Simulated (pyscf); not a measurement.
## Four-centre exchange: HO–B(OH)–OH (SMILES OB(O)O) + BH₃ (SMILES B) → H₂B–OH (SMILES BO) + HO–BH–OH (SMILES OBO)

Gas phase, singlet surface, charge 0. Bonds broken: O1–B2, B8–H9. Bonds formed: O1–B8, B2–H9. PySCF, gas phase, ωB97X-D3(BJ)/def2-SVP geometries.

Transition state (Å):

```xyz
11

O     -1.5838     0.2225     1.7324
B     -1.8500     0.3383    -0.2439
O     -0.9742    -0.6177    -0.7132
O     -3.1937     0.2618    -0.4355
H     -0.8538    -0.4031     1.7987
H     -0.0629    -0.3168    -0.7764
H     -3.4705    -0.6315    -0.6691
B     -1.1399     1.5344     1.3520
H     -1.4291     1.5291    -0.1560
H     -1.8900     2.4421     1.6160
H      0.0580     1.7287     1.2681
```

One imaginary mode, 264i cm⁻¹; descent along it reached the two sides named, in the forms told below.

```csv
bond,change,reactant side (Å),saddle,product side
O1–B2,breaks,1.406,1.997,3.2
B8–H9,breaks,1.222,1.535,5.5
O1–B8,forms,1.668,1.436,1.355
B2–H9,forms,3.1,1.266,1.206
```

Electronic energies relative to the separated reactants (kcal/mol):

```json
[
 {"level": "ωB97X-D3(BJ)/def2-TZVP", "barrier": "3.0", "reaction energy": "-6.6", "reverse barrier": "9.7"},
 {"level": "PBE/def2-TZVP", "barrier": "-1.4", "reaction energy": "-9.8", "reverse barrier": "8.5"},
 {"level": "r²SCAN/def2-TZVP", "barrier": "0.2", "reaction energy": "-7.2", "reverse barrier": "7.4"},
 {"level": "B3LYP-D3(BJ)/def2-TZVP", "barrier": "4.3", "reaction energy": "-7.6", "reverse barrier": "11.9"},
 {"level": "PBE0-D3(BJ)/def2-TZVP", "barrier": "-0.3", "reaction energy": "-7.4", "reverse barrier": "7.1"},
 {"level": "M06-2X/def2-TZVP", "barrier": "3.5", "reaction energy": "-5.6", "reverse barrier": "9.1"},
 {"level": "ωB97M-D3(BJ)/def2-TZVP", "barrier": "2.8", "reaction energy": "-7.1", "reverse barrier": "9.9"},
 {"level": "HF/def2-TZVP", "barrier": "21.0", "reaction energy": "-2.4", "reverse barrier": "23.4"}
]
```

With ωB97M-D3(BJ)/def2-TZVP energies and thermal terms (ideal gas, 1 atm, RRHO with modes under 100 cm⁻¹ raised to 100, one conformer, R ln 2 for chiral ones without a mode under 150 cm⁻¹), in kcal/mol:

```
T (K)  ΔH‡   ΔG‡    ΔH     ΔG
-----  ---  ----  ----  -----
298    4.9  15.0  -5.6   -7.6
600    4.6  25.4  -6.3   -9.3
900    4.9  35.7  -6.6  -10.7
1200   5.3  45.9  -6.7  -12.0
```

On the reactant side the descent ends in an adduct with a B–O contact (not fully relaxed), 16.4 kcal/mol under the separated species and 19.4 kcal/mol under the saddle at ωB97X-D3(BJ)/def2-TZVP. On the product side the descent ends in a complex (not fully relaxed), 5.1 kcal/mol under the separated species and 14.8 kcal/mol under the saddle at ωB97X-D3(BJ)/def2-TZVP. At PBE, PBE0-D3(BJ) the saddle lies under the separated reactants, which points to a path from their complex (located at ωB97X-D3(BJ) alone). What is counted as formed (B–O) is already present as a longer contact in the reactant adduct; forming that adduct is a step of its own. The products may also form a dative adduct at H₂B–OH; it and routes through it were not searched. This is the saddle that the search found; another between the same sides may lie lower.
